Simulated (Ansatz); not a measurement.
Process, species as SMILES: [SiH4] (SiH4) → [SiH3] (SiH3) + H atom
B3LYP-D3(BJ)/def2-TZVP geometries, fixed; electronic energies without zero-point terms.
Largest species:
```
Si
H 1 1.4803
H 1 1.4803 2 109.47
H 1 1.4803 2 109.47 3 -120.00
H 1 1.4803 2 109.47 4 -120.00
```
Charge 0, spin multiplicity 1.

Basis-set convergence of the bond dissociation energy at MP2 with Ansatz (a first-principles code). Cartesian d functions, on some or all atoms, in 6-31+G*, 6-31G**, 6-311G**, 6-311+G**; all else is spherical. Cores are frozen. Open shells are unrestricted. No added dispersion term, no relativity. Functions are those of the species that has most. Reference: Hartree-Fock in aug-cc-pV(Q+d)Z plus the correlation part extrapolated as X^-3 from aug-cc-pV(T+d)Z and aug-cc-pV(Q+d)Z, 94.81 kcal/mol, itself unsure by roughly 0.28 kcal/mol (a third of the extrapolation step and of the last Hartree-Fock step).

| basis | functions | bond dissociation energy (kcal/mol) |
|---|---|---|
| pcseg-0 | 21 | 74.99 |
| 6-31+G* | 31 | 84.45 |
| def2-SVP | 38 | 89.44 |
| 6-31G** | 39 | 89.44 |
| cc-pV(D+d)Z | 43 | ___ |
| 6-311G** | 51 | ___ |
| 6-311+G** | 55 | 90.34 |
| def2-SVPD | 56 | 89.91 |
| def2-TZVP | 61 | 90.99 |
| aug-pcseg-1 | 63 | 89.57 |
| aug-cc-pV(D+d)Z | 68 | 89.60 |
| pcseg-2 | 90 | 93.57 |
| jun-cc-pV(T+d)Z | 104 | 92.76 |
| aug-cc-pV(T+d)Z | 147 | 93.06 |
| pcseg-3 | 196 | ___ |
| def2-QZVPPD | 208 | 94.05 |
| aug-pcseg-3 | 285 | ___ |
| cc-pV(5+d)Z | 320 | 94.43 |

What belongs in the gaps?


- cc-pV(D+d)Z, bond dissociation energy (kcal/mol): 89.35
- 6-311G**, bond dissociation energy (kcal/mol): 90.45
- pcseg-3, bond dissociation energy (kcal/mol): 94.02
- aug-pcseg-3, bond dissociation energy (kcal/mol): 93.99
